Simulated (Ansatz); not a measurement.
For In2O3 (Ia-3, No. 206), LDA (plane waves, PAW; Ansatz, an electronic-structure program) gives:

```
Property                     Value
------------------  --------------
lattice constant a        10.061 Å
formation enthalpy  -1.883 eV/atom
```

Problem. What does r²SCAN+rVV10 (plane waves, PAW; Ansatz) give for the same quantities?

Solution. 
- lattice constant a: 10.130 Å (grows by 0.7 %)
- formation enthalpy: -1.909 eV/atom (moves by -0.026 eV/atom)

For comparison: lattice constant a 10.117 Å (measured, temperature not stated, not corrected to a static lattice; as tabulated in Wikipedia's data pages).

Changes are worked out from the printed values.

Unless a cell is named, each level is at its own relaxed cell.

Levels without +SOC leave out spin–orbit coupling, which shifts energies and cells of such heavy elements.

Caveats: the relaxation could not lower the start's symmetry, so the cell can be a saddle point above a distorted one (LDA, r²SCAN+rVV10). Ansatz's density-functional and Hartree–Fock values are scalar-relativistic unless marked +SOC, with PAW data made under PBE.
